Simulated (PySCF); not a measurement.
# CH4OSi (SMILES CO[SiH]) at 4 levels

Aim: a comparison of 4 runs (BLYP/aug-cc-pVDZ, CAM-B3LYP/aug-cc-pVDZ, TPSS/aug-cc-pVDZ, r2SCAN/aug-cc-pVDZ) of CH4OSi. The job is set up through a Python script.

Program for the calculation: PySCF 2.14.0.

## (1) The structure to begin with

CH4OSi: 7 atoms, total charge 0, spin state singlet. As SMILES, `CO[SiH]`. The C1–H5 distance was set to 1.643 Å, away from the relaxed value. At this shape a bond of the SMILES string is far longer than usual.

Bond lengths: C1–O2 1.410 Å, O2–Si3 1.639 Å, C1–H4 1.092 Å, C1–H6 1.092 Å, Si3–H7 1.552 Å. Angles: C1–O2–Si3 130.6°, O2–C1–H4 109.2°, O2–C1–H6 109.2°, O2–Si3–H7 97.1°, H4–C1–H6 108.5°. A long bond or contact: C1–H5 1.643 Å.

## (2) The energy at BLYP/aug-cc-pVDZ (run 1)

File input.py:

```python
from pyscf import gto, dft

mol = gto.M(
    atom='''
C     -0.990525     0.454498    -0.073386
O     -0.921325    -0.477502     0.982714
Si     0.318775    -1.418302     1.495014
H     -1.774525     0.149798    -0.770386
H      0.443800     0.547500    -0.868700
H     -1.247425     1.436498     0.330514
H      1.363575    -0.946602     0.449214
''',
    max_memory=1860,
    verbose=3,
    basis='aug-cc-pvdz',
)

mf = dft.RKS(mol, xc='blyp')
mf.conv_tol = 1e-10
mf.grids.level = 5
mf.kernel()
if not mf.converged:
    mf = mf.newton().run(mf.mo_coeff, mf.mo_occ)

e_final = mf.e_tot
print('Final energy', e_final)
```

On the command line:

```console
$ OMP_NUM_THREADS=1 python input.py
```

The log of the run:

```text
converged SCF energy = -405.110089929652
Final energy -405.11008992965225
```

It took 23 s on 1 thread of Intel Xeon at 2.70GHz, shared host; peak memory 0.56 GiB.

## (3) The energy at CAM-B3LYP/aug-cc-pVDZ (run 2)

File input.xyz:

```xyz
7

C     -0.990525     0.454498    -0.073386
O     -0.921325    -0.477502     0.982714
Si     0.318775    -1.418302     1.495014
H     -1.774525     0.149798    -0.770386
H      0.443800     0.547500    -0.868700
H     -1.247425     1.436498     0.330514
H      1.363575    -0.946602     0.449214
```

File input.py:

```python
from pyscf import gto, dft

mol = gto.M(
    atom='input.xyz',
    max_memory=1860,
    spin=0,
    basis='aug-cc-pvdz',
    charge=0,
    verbose=3,
)

mf = dft.RKS(mol, xc='cam-b3lyp')
mf.grids.level = 5
mf.conv_tol = 1e-10
mf.kernel()
if not mf.converged:
    mf = mf.newton().run(mf.mo_coeff, mf.mo_occ)

etot = mf.e_tot
print('Final energy', etot)
```

On the command line:

```console
$ OMP_NUM_THREADS=1 python input.py
```

The log of the run:

```text
converged SCF energy = -405.093141873416
Final energy -405.0931418734157
```

Wall time 31 s (1 thread of Intel Xeon at 2.70GHz, shared host); peak memory 0.56 GiB.

Run 3 isn't shown in full; the table further down has it.

## (4) The energy at r2SCAN/aug-cc-pVDZ (run 4)

File run.py:

```python
from pyscf import gto, dft

mol = gto.M(
    atom='''
C     -1.871821     0.858877    -0.138679
O     -1.741052    -0.902348     1.857060
Si     0.602397    -2.680202     2.825167
H     -3.353366     0.283077    -1.455819
H      0.838660     1.034625    -1.641605
H     -2.357292     2.714588     0.624581
H      2.576783    -1.788819     0.848891
''',
    spin=0,
    verbose=3,
    unit='bohr',
    max_memory=1860,
    basis='aug-cc-pvdz',
)

mf = dft.RKS(mol)
mf.xc = 'r2scan'
mf.grids.level = 5
mf.conv_tol = 1e-10
mf.kernel()
if not mf.converged:
    mf = mf.newton().run(mf.mo_coeff, mf.mo_occ)

etot = mf.e_tot
print(f'total energy: {etot:.8f} hartree')
```

On the command line:

```console
$ OMP_NUM_THREADS=1 python run.py
```

The log of the run:

```text
converged SCF energy = -405.044356250715
total energy: -405.04435625 hartree
```

It took 34 s on 1 thread of Intel Xeon at 2.70GHz, shared host; peak memory 0.62 GiB.

## (5) The series

```csv
run,level,energy (Eh),dipole moment (D),HOMO energy (eV),LUMO energy (eV),wall time
1,BLYP/aug-cc-pVDZ,-405.110090,1.11,-5.48,-2.86,23 s
2,CAM-B3LYP/aug-cc-pVDZ,-405.093142,1.20,-7.91,-1.08,31 s
3,TPSS/aug-cc-pVDZ,-405.184535,1.28,-5.71,-2.89,35 s
4,r2SCAN/aug-cc-pVDZ,-405.044356,1.28,-5.77,-2.85,34 s
```

## (6) Summary of results

```
            quantity          value
 run 4: total energy  -405.04436 Eh
run 4: dipole moment         1.28 D
  run 4: HOMO energy       -5.77 eV
  run 4: LUMO energy       -2.85 eV
run 4: HOMO–LUMO gap        2.92 eV
```

**Reading.** The dipole moment (its size) runs from 1.11 D (BLYP/aug-cc-pVDZ) to 1.28 D (r2SCAN/aug-cc-pVDZ). The HOMO–LUMO gap runs from 2.62 eV (BLYP/aug-cc-pVDZ) to 6.83 eV (CAM-B3LYP/aug-cc-pVDZ). Totals of different functionals can't be ranked against each other. All runs together took 2 min, the longest 35 s.
